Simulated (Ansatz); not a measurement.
H₄MgOSi (`[MgH][O][SiH3]`). The species carries charge 0 and has multiplicity 1.

Cartesian coordinates in Å:
```
Mg -1.559 -1.157 -1.025
O -0.285 -0.212 -0.186
Si 0.859 0.638 0.565
H -2.757 -2.046 -1.814
H 2.219 0.086 0.289
H 0.858 2.064 0.125
H 0.665 0.626 2.046
```

What are the harmonic wavenumbers in cm⁻¹ at PBE0-D4/def2-TZVP (Ansatz, finite differences of forces, unscaled)? (An estimate is asked.)

The calculation gave: 79, 80, 326, 326, 509, 735, 735, 958, 958, 999, 1098, 1671, 2179, 2179, 2193.

Is this a minimum?

Yes, all 15 modes are real.

Give the ideal-gas thermochemistry at 298.15 K and 1 bar (rigid rotor, harmonic oscillator; point group C3v, symmetry number 3).

Zero-point energy 89.9 kJ/mol; H(298) − E = 107.4 kJ/mol; entropy 302.1 J/(mol·K), of which translation 162.3, rotation 89.9, vibration 49.9; G(298) − E = 17.3 kJ/mol. Modes under 100 cm⁻¹ are hindered rotations or soft bends, so the harmonic entropy is rough.

And at 400, 500, 600, 800 and 1000 K?


| T (K) | H − E (kJ/mol) | S (J/mol/K) | G − E (kJ/mol) |
| --- | --- | --- | --- |
| 400 | 116.3 | 327.8 | -14.8 |
| 500 | 126.3 | 350.0 | -48.7 |
| 600 | 137.2 | 369.9 | -84.7 |
| 800 | 161.2 | 404.3 | -162.2 |
| 1000 | 187.2 | 433.3 | -246.1 |
